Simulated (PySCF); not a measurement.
# Peak assignment

Molfile (atoms numbered from 1):
```
C3H5Cl
     RDKit          3D

  9  8  0  0  0  0  0  0  0  0999 V2000
   -1.2836   -0.2684   -0.0795 C   0  0  0  0  0  0  0  0  0  0  0  0
    0.1186   -0.6996   -0.3109 C   0  0  0  0  0  0  0  0  0  0  0  0
    1.2130    0.0297   -0.1565 C   0  0  0  0  0  0  0  0  0  0  0  0
    1.2144    1.6761    0.3599 Cl  0  0  0  0  0  0  0  0  0  0  0  0
   -1.3357    0.7620    0.2700 H   0  0  0  0  0  0  0  0  0  0  0  0
   -1.7664   -0.9122    0.6614 H   0  0  0  0  0  0  0  0  0  0  0  0
   -1.8688   -0.3520   -1.0002 H   0  0  0  0  0  0  0  0  0  0  0  0
    0.2805   -1.7217   -0.6446 H   0  0  0  0  0  0  0  0  0  0  0  0
    2.2072   -0.3512   -0.3453 H   0  0  0  0  0  0  0  0  0  0  0  0
  1  2  1  0
  2  3  2  0
  3  4  1  0
  1  5  1  0
  1  6  1  0
  1  7  1  0
  2  8  1  0
  3  9  1  0
M  END
```

[PySCF 2.14.0 with density-fitted response routines: coordinates at the PBE0-D3(BJ)/def2-TZVP level; GIAO PBE0/pcSseg-2 shieldings; rapidly exchanging positions averaged; no solvent model; single conformer; non-relativistic Hamiltonian]

Scale: 13C, 1H against TMS (reference shieldings calculated alike).

Task: Assign these signals to the numbered atoms. 13C{1H} NMR (computed): δ 138.6 (CH), 134.1 (CH), 14.9 (CH3).

Result: 
```tsv
δ (ppm)	atoms	environment	reason
138.6	C2	alkene CH	as expected for a trigonal carbon in a double bond
134.1	C3	alkene CH	–
14.9	C1	allylic methyl carbon	aliphatic region, no heteroatom directly attached
```

Task: Assign these signals to the numbered atoms. 1H NMR (300 MHz, computed): δ 6.31 (d, 1H), 6.05 (m, 1H), 1.92 (d, 3H).

Result: 
```tsv
δ (ppm)	atoms	environment	reason
6.31	H9	hydrogen on an alkene CH	a vinylic proton, deshielded by the sp2 carbon and the C=C anisotropy
6.05	H8	hydrogen on an alkene CH	–
1.92	H5/H6/H7	hydrogen on an allylic methyl carbon	allylic position
```

Carbons that carry Cl, above all several Cl atoms, come out too deshielded, partly because spin–orbit coupling is missing. Shifts are as computed. Against solution values, carbons near 30 ppm lie about +3 ppm off and those near 130 ppm about +9 ppm; carbons on Cl a further +4 ppm. Of 1211 compounds with measured shifts, 218 miss one by over three times the rms of a fit or turn the order of signals round; such compounds aren't used in these exercises. Multiplicities follow the n + 1 count of equivalent neighbours, as no J values were calculated; m marks all less simple cases, F and P coupling included.
